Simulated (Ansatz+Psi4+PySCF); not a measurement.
# doublet S₂(+): levels of theory in one basis

```xyz
2

S     0.0000    0.0000    1.1521
S     0.0000    0.0000   -1.1521
```

Basis set: cc-pV(T+d)Z (spherical functions). Frozen core: 10 orbitals. Correlation on ROHF uses semicanonical orbitals with singles. Charge 1, multiplicity 2.

Computed with Ansatz (development build ahead of 0.2.0); each method stands on the lowest determinant of its kind that the runs found.

| method | E − E(ROHF) (eV) | <S²> of the determinant |
| --- | --- | --- |
| ROHF | 0.00 | 0.75 |
| UHF | -2.00 | 1.80 |
| ROHF-MP2 | -8.51 | – |
| UHF-MP2 | -8.80 | 1.80 |
| ROHF-CCSD | -10.04 | – |
| UHF-CCSD | -10.23 | 1.80 |
| ROHF-CCSD(T) | -11.13 | – |
| UHF-CCSD(T) | -10.79 | 1.80 |
| ROHF-CCSDT | -11.00 | – |
| UHF-CCSDT | -11.01 | 1.80 |

Caution: the determinant breaks the point group. Caution for ROHF, ROHF-MP2, ROHF-CCSD, ROHF-CCSD(T), ROHF-CCSDT: an unrestricted determinant lies well below. Caution for UHF, UHF-MP2, UHF-CCSD, UHF-CCSD(T), UHF-CCSDT: the unrestricted determinant is a mixture of spin states. Caution for ROHF-MP2, UHF-MP2, ROHF-CCSD, UHF-CCSD, ROHF-CCSD(T), UHF-CCSD(T), ROHF-CCSDT, UHF-CCSDT: large amplitudes, a single reference is doubtful. Caution for ROHF-MP2, UHF-MP2: MP2 on this radical cation hangs on the determinant chosen. Caution for ROHF-MP2, UHF-MP2, UHF-CCSD(T): another reference gives a lower total. Caution for UHF-CCSD, UHF-CCSD(T): the program doubts this total.
